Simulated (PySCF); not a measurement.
Compound: BFH5P.
Bonds: B1–P2, P2–F3. Hydrogens: H4, H5, H6 on B1; H7, H8 on P2.

Computed by this run: PBE0-D3(BJ)/def2-SVP geometry optimisation, gas phase (PySCF 2.14.0); density fitting, grid level 1; the optimiser is geomeTRIC in internal coordinates, started from a GFN2-xTB structure.

Step 1: E = -12750.5635 eV
```
atom  x, y, z in Å  |  force x, y, z in eV/Å
B1      1.0567    0.1358    0.0939    0.243   0.321  -0.157
P2     -0.7749   -0.1234   -0.0582   -0.214  -0.391   0.197
F3     -1.5900    0.9791   -0.8774    0.055  -0.020   0.028
H4      1.4519   -0.8216    0.7462   -0.181  -0.053   0.002
H5      1.4522    0.1414   -1.0611    0.038  -0.011   0.034
H6      1.1602    1.2042    0.6754    0.038  -0.029   0.004
H7     -1.5300   -0.1887    1.1468    0.020   0.046  -0.133
H8     -1.2182   -1.3187   -0.6913    0.000   0.136   0.026
```

Step 2: E = -12750.5755 eV
```
atom  x, y, z in Å  |  force x, y, z in eV/Å
B1      1.0636    0.1484    0.0870    0.072   0.170  -0.094
P2     -0.7738   -0.1365   -0.0502   -0.009  -0.034   0.021
F3     -1.5864    0.9670   -0.8680   -0.061   0.054  -0.045
H4      1.4196   -0.8223    0.7411   -0.049  -0.071   0.036
H5      1.4695    0.1480   -1.0635    0.000  -0.039   0.032
H6      1.1760    1.2117    0.6743   -0.001  -0.045   0.021
H7     -1.5363   -0.1898    1.1438    0.024  -0.021   0.010
H8     -1.2243   -1.3185   -0.6902    0.023  -0.015   0.019
```

Problem. Estimate the geometry and energy of step 3. (The exact step hangs on the optimiser's Hessian estimate; all steps are aligned on step 2, rigid shifts and turns removed.)

Solution. E = -12750.5799 eV, largest force 0.106 eV/Å
```
atom  x, y, z in Å  |  force x, y, z in eV/Å
B1      1.0667    0.1578    0.0817   -0.026   0.085  -0.058
P2     -0.7737   -0.1327   -0.0526    0.071   0.072  -0.031
F3     -1.6002    0.9647   -0.8686   -0.065  -0.001  -0.009
H4      1.3863   -0.8271    0.7384   -0.015  -0.047   0.027
H5      1.4820    0.1473   -1.0637    0.012  -0.038   0.017
H6      1.1870    1.2134    0.6778    0.009  -0.030   0.029
H7     -1.5258   -0.1944    1.1457    0.005  -0.007   0.035
H8     -1.2144   -1.3209   -0.6843    0.011  -0.033  -0.010
```

The energy changes by -0.0044 eV. The first-order estimate −F·Δx gives -0.0055 eV and the mean of the old and new forces, exact on a quadratic surface, -0.0045 eV. The step makes an angle of 63° with the force vector and moves no atom by more than 0.034 Å.

What follows is the cost of the whole optimisation. On one thread of an Arm Neoverse V1, no GPU, shared host with 32 logical CPUs at a one-minute load of 8.1, this took 8.6 s and 0.43 GiB of memory at its peak.
